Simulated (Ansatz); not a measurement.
Correlation energies of `OB(O)O` by basis set

Cartesian coordinates in Å:
```
O -1.233 0.368 -0.569
B -0.119 -0.195 -0.011
O -0.169 -1.534 0.223
O 1.030 0.483 0.325
H -1.180 1.310 -0.726
H 0.645 -1.856 0.613
H 1.027 1.424 0.145
```

Charge 0, multiplicity 1. The geometry is a stationary point of PBE0-D4/def2-TZVP. It is a higher conformer; a search finds a lower one. Frozen core, restricted reference, Ansatz 0.2.0. CBS rows extrapolate triple and quadruple zeta; past MP2 they add the triple-zeta difference.

| basis | HF (Eh) | MP2 corr. |
| --- | --- | --- |
| def2-SVP | -250.99499 | -0.63790 |
| def2-TZVPP | -251.30616 | -0.81406 |
| def2-QZVPP | -251.31846 | -0.88016 |

(1) Estimate the CCSD correlation energy and the (T) correction in each basis where they were run (hartree).

## Answers

(1) 
| basis | CCSD corr. | (T) |
| --- | --- | --- |
| def2-SVP | -0.65651 | -0.01398 |
| def2-TZVPP | -0.82364 | -0.02866 |
| CBS(def2) | -0.93872 | as TZ |
